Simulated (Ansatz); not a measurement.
Input file:

```yaml
crystal:
  periodic: [false, false, false]
  atoms:
    - {symbol: H, position_ang: [0.000000, 0.000000, -1.380667]}
    - {symbol: H, position_ang: [0.000000, 0.000000, -0.117667]}
    - {symbol: Br, position_ang: [0.000000, 0.000000, 1.498333]}
basis:
  gaussian: {orbitals: 6-31G}
magnetization: {spin_polarized: false, initial_magnetization: 1}
hamiltonian: {xc: {name: B3LYP}}
correlation: {method: afqmc, electrons: all}
scf: {lower_state_search: light}
output: {forces: true}
```

```sh
$ ansatz run in.yaml --threads 1 --pin off --events-out ev --progress --plain --max-ram 2393MiB
```

Q: One thing in this input was set wrong on purpose, beside settings that are merely unusual. What is the gravest fault, and what does the program do?

A: A method name that the input doesn't accept. How the run ends: refused.
```
Error: YAML parse error: error: line 11 column 23: unknown variant `afqmc`, expected one of mp2, rpa, ccsd, ccsd_t, bccd, bccd_t, ccsdt, ccsdt_q, ccsdt_q_b, ccsdtq, fci, sc_nevpt2, fic_nevpt4_sd, fic_mrcisd_q, fic_mrcisd_q_relaxed
  --> <input>:11:23
   |
 9 | magnetization: {spin_polarized: false, initial_magnetization: 1}
10 | hamiltonian: {xc: {name: B3LYP}}
11 | correlation: {method: afqmc, electrons: all}
   |                       ^ unknown variant `afqmc`, expected one of mp2, rpa, ccsd, ccsd_t, bccd, bccd_t, ccsdt, ccsdt_q, ccsdt_q_b, ccsdtq, fci, sc_nevpt2, fic_nevpt4_sd, fic_mrcisd_q, fic_mrcisd_q_relaxed
12 | scf: {lower_state_search: light}
13 | output: {forces: true}
   |
```
